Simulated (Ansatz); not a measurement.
# CH₄S (singlet): from Hartree-Fock to the top rungs, 6-31G

One table from this session's results is given with a row withheld; the runs are named, their logs left out.

Program: Ansatz 0.2.0, Gaussian basis. Level of theory: 6-31G, core rule «outside noble gas», up to 6 orbitals frozen. These are calculated values, not measurements.

The runs, in order: UHF; CCSD(T) on RHF; BCCD(T) on RHF; CISD; CCSDT(Q) on RHF; CISDTQ; CCSDTQ on RHF; CASSCF and MRCISD+Q, 14 electrons in 12 orbitals; CASSCF and NEVPT4(SD), 14 electrons in 12 orbitals; CASSCF and NEVPT2, 14 electrons in 12 orbitals.

18 further runs of the same task are left out: 1 that didn't finish, 17 set aside as unsound or not needed.

## The system

The geometry is an MP2(full)/6-31G* stationary point (not a proven minimum).

6 atoms, charge 0, spin multiplicity 1.

Atoms are counted from 1 here; the program's logs count them from 0.

Bond lengths: C1–S2 1.814 Å, C1–H4 1.090 Å, C1–H5 1.090 Å, C1–H6 1.090 Å, S2–H3 1.340 Å. Angles: S2–C1–H4 106.6°, S2–C1–H5 111.6°, S2–C1–H6 111.6°, H4–C1–H5 108.5°, H4–C1–H6 108.5°, H5–C1–H6 109.9°, C1–S2–H3 96.8°.

Set-up of the first run:

The input, in.yaml:

```yaml
crystal:
  periodic: [false, false, false]
  atoms:
    - {symbol: C, position_ang: [-0.026122, 1.227299, 0.000000]}
    - {symbol: S, position_ang: [-0.026122, -0.587076, 0.000000]}
    - {symbol: H, position_ang: [1.304907, -0.745469, 0.000000]}
    - {symbol: H, position_ang: [-1.070770, 1.539208, 0.000000]}
    - {symbol: H, position_ang: [0.454080, 1.628987, 0.892259]}
    - {symbol: H, position_ang: [0.454080, 1.628987, -0.892259]}
basis:
  gaussian: {orbitals: 6-31G}
magnetization: {spin_polarized: true, initial_magnetization: 0}
hamiltonian: {xc: hf}
output: {orbitals: {seedname: orbitals}}
```

The run is started by

```sh
$ ansatz run in.yaml --threads 1 --pin off --events-out ev --progress --plain --max-ram 3956MiB --backend cpu
```

Steps of the session up to this table: UHF; CCSD(T) on RHF; BCCD(T) on RHF; CISD; CCSDT(Q) on RHF; CISDTQ; CCSDTQ on RHF; CASSCF and MRCISD+Q, 14 electrons in 12 orbitals; CASSCF and NEVPT4(SD), 14 electrons in 12 orbitals; CASSCF and NEVPT2, 14 electrons in 12 orbitals.

One table of the session follows, with a row left open; its other results are not shown here.

| method | from RCCSDTQ (meV) |
| --- | --- |
| RHF | +4860.2 |
| RMP2 | +825.7 |
| CISD | +412.8 |
| RCCSD | +95.9 |
| RCCSD(T) | +14.8 |
| BCCD(T) | +14.8 |
| RCCSDT | +4.8 |
| CISDTQ | +20.9 |
| RCCSDT(Q) | 0.0 |
| RCCSDTQ | 0 |
| CASSCF valence | ? |
| NEVPT2 valence | +433.8 |
| NEVPT4(SD) valence | +62.3 |
| MRCISD valence | +74.9 |
| MRCISD+Q valence | +14.8 |

Estimate the missing values for CASSCF valence.

The run gave: from RCCSDTQ (meV): +1866.3. In the column «from RCCSDTQ (meV)» it lies between RMP2 (+825.7) and RHF (+4860.2).
